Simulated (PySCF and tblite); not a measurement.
The numbers below are computed, except where a source is named.
# Rotation: stationary points, barriers and rates

System: n-vinylformamide, C3H5NO, numbered as in [CH2:1]=[CH:2][NH:3][CH:4]=[O:5].

Motion: rotation about the C2–N3 bond (torsion C1–C2–N3–C4 from 180° to 360°, rising). Level: PBE0/pcSseg-2 + D3(BJ) on B3LYP-D3(BJ)/def2-SVP stationary points, with GFN2-xTB thermal terms. Rates follow Eyring's equation with the number of equivalent paths and no tunnelling. (PySCF 2.14 with density fitting, tblite 0.8.)

```
 point  symmetry  E(GFN2) kcal/mol  E(DFT) kcal/mol  ZPE change kcal/mol  lowest mode cm⁻¹  dipole D
 start        Cs               0.0              0.0                 0.00               130      3.50
saddle        C1               8.3              8.2                -0.77              175i      3.78
   end        Cs               2.8              2.0                 0.03               111      3.88
```

```
Electronic barrier                                      : 8.2 kcal/mol
Barrier with zero-point energy                          : 7.4 kcal/mol
ΔH‡ (298 K)                                             : 7.2 kcal/mol
ΔS‡ (298 K, symmetry apart)                             : -1.5 cal/(mol K)
Paths                                                   : 2 equivalent paths
End point                                               : a different minimum
Mean lifetime of the start against this motion at 298 K : 31 ns
Cost                                                    : 4 min on 1 thread of Intel Xeon @ 2.70GHz, on a host shared with other jobs (rough), peak memory 1 GiB, launched as `OMP_NUM_THREADS=1 python ens_run.py task.json out`
```

| T/K | ΔG‡ kcal/mol | k s⁻¹ | ΔG kcal/mol | k back s⁻¹ |
| --- | --- | --- | --- | --- |
| 150 | 7.5 | 82 | 2.0 | 6.9×10⁴ |
| 200 | 7.5 | 5.2×10⁴ | 2.0 | 8.1×10⁶ |
| 250 | 7.6 | 2.6×10⁶ | 2.0 | 1.5×10⁸ |
| 298 | 7.6 | 3.2×10⁷ | 2.0 | 9.6×10⁸ |
| 350 | 7.7 | 2.3×10⁸ | 2.0 | 4.2×10⁹ |
| 400 | 7.8 | 9.5×10⁸ | 2.0 | 1.2×10¹⁰ |
| 500 | 8.0 | 7×10⁹ | 2.0 | 5.4×10¹⁰ |

ΔG and ΔG‡ leave out symmetry numbers and mirror images; rates count paths: 2 out, 2 back.
